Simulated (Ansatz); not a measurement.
We consider 1T (CdI2-type) CdI2, described by rVV10 (Ansatz, a quantum-chemistry and plane-wave program, PAW).

Numerical settings: plane-wave cutoff 520 eV, 12×12×6 k mesh (along the axes of the cell as run), Fermi–Dirac smearing 0.01 eV, scalar-relativistic PAW data made under PBE.

Properties against volume:

Shape and atoms are relaxed at each volume.

```json
[
 {"V (Å³/atom)": "35.092", "P (GPa)": "0.96", "direct gap at Γ (eV)": "2.104", "smallest gap on the k mesh (eV)": "1.977", "c (Å)": "6.667"},
 {"V (Å³/atom)": "35.823", "P (GPa)": "0.44", "direct gap at Γ (eV)": "2.089", "smallest gap on the k mesh (eV)": "2.012", "c (Å)": "6.738"},
 {"V (Å³/atom)": "36.554", "P (GPa)": "0.01", "direct gap at Γ (eV)": "2.078", "smallest gap on the k mesh (eV)": "2.009", "c (Å)": "6.809"},
 {"V (Å³/atom)": "37.285", "P (GPa)": "-0.36", "direct gap at Γ (eV)": "2.077", "smallest gap on the k mesh (eV)": "2.012", "c (Å)": "6.884"},
 {"V (Å³/atom)": "38.017", "P (GPa)": "-0.66", "direct gap at Γ (eV)": "2.083", "smallest gap on the k mesh (eV)": "2.011", "c (Å)": "6.964"}
]
```

The fundamental gap (2.01 eV at the equilibrium volume, with added k points) lies elsewhere than Γ–Γ.

Note: the bulk modulus comes from volumes at which shape and atoms were relaxed.

Spin–orbit coupling is not included; with these elements it can move the gap by several tenths of an eV or more.
